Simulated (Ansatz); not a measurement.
## doublet BS: levels of theory in one basis

```yaml
atoms:
  - { symbol: B, position_ang: [0.0000, 0.0000, 0.0000] }
  - { symbol: S, position_ang: [0.0000, 0.0000, 1.6090] }
```

Basis set: def2-SVP (spherical functions). Frozen core: 6 orbitals. Correlation on ROHF uses semicanonical orbitals with singles. Charge 0, multiplicity 2.

Computed with Ansatz (development build ahead of 0.2.0); each method stands on the lowest determinant of its kind that the runs found.

```
      method  E − E(ROHF) (eV)  <S²> of the determinant
        ROHF              0.00                     0.75
         UHF             -0.12                     0.86
    ROHF-MP2             -4.99                        –
     UHF-MP2             -4.96                     0.86
ROHF-CCSD(T)             -5.78                        –
 UHF-CCSD(T)             -5.77                     0.86
```

**Question.** Is a single determinant a sound starting point here?

**Answer.** Only with care. Unrestricted orbitals gain 0.12 eV and <S²> is 0.86 against 0.75 for a pure state, a contamination that matters most for the unrestricted series.

Caution for UHF, UHF-MP2, UHF-CCSD(T): the unrestricted determinant is spin contaminated.
